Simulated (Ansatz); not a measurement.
H3Si (SMILES [SiH3]) moved off its minimum; all values from Ansatz (an electronic-structure program), cores frozen in correlated methods. Open shells are unrestricted.
(charge 0, multiplicity 2)
```xyz
4

Si     0.02781     0.13291     0.09550
H     -0.56761     1.33568    -0.38928
H      1.40103    -0.10098    -0.39641
H     -0.78830    -1.09181    -0.30498
```

```
level                    largest force (eV/Å)  on atom  rms difference from CCSD(T)/aug-cc-pV(T+d)Z (eV/Å)  dipole (D)
-----------------------  --------------------  -------  --------------------------------------------------  ----------
HF/def2-TZVPP                            1.83      Si1                                               0.068        0.26
PBE/def2-TZVPP                           1.72      Si1                                               0.132        0.20
r2SCAN/def2-TZVPP                        1.73      Si1                                               0.024        0.22
B3LYP/def2-TZVPP                         1.72      Si1                                               0.013        0.23
wB97M-V/def2-TZVPP                       1.74      Si1                                               0.043        0.29
MP2/aug-cc-pV(T+d)Z                      1.78      Si1                                               0.062        0.22
CCSD(T)/aug-cc-pV(T+d)Z                  1.73      Si1                                               0.000        0.21
```

The differences count from one level among others, with limits of its own. Forces at CCSD(T)/aug-cc-pV(T+d)Z (eV/Å):

```csv
atom,Fx,Fy,Fz
Si1,0.019,-1.729,0.139
H2,-0.390,0.942,-0.396
H3,0.129,0.186,0.001
H4,0.242,0.600,0.255
```
